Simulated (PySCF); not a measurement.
Ionisation energy of Mg by level of theory

Mg [Ne] 3s2 (1S) → Mg⁺ [Ne] 3s1 (2S), as a difference of total energies. Computed with PySCF 2.14 in aug-cc-pVTZ (6s5p3d2f, 50 functions), with no relativity, point nucleus. Correlated levels: valence: [Ne] frozen. The calculations carry no spin-orbit coupling.

```json
{"method": "UHF", "ionisation energy (eV)": "6.607"}
{"method": "MP2 (valence)", "ionisation energy (eV)": "7.252"}
{"method": "SCS-MP2 (valence)", "ionisation energy (eV)": "7.381"}
{"method": "CCSD (valence)", "ionisation energy (eV)": "7.526"}
```

Errors of the correlated levels include the incompleteness of this basis and the frozen core.

With two correlated electrons CCSD is exact in that space.

Which method comes closest to the reference value, and which is furthest?

The reference is 7.646 eV (measured; NIST Atomic Spectra Database, ionization energies). Closest: CCSD (valence) (error -0.120 eV); furthest: UHF (error -1.039 eV).
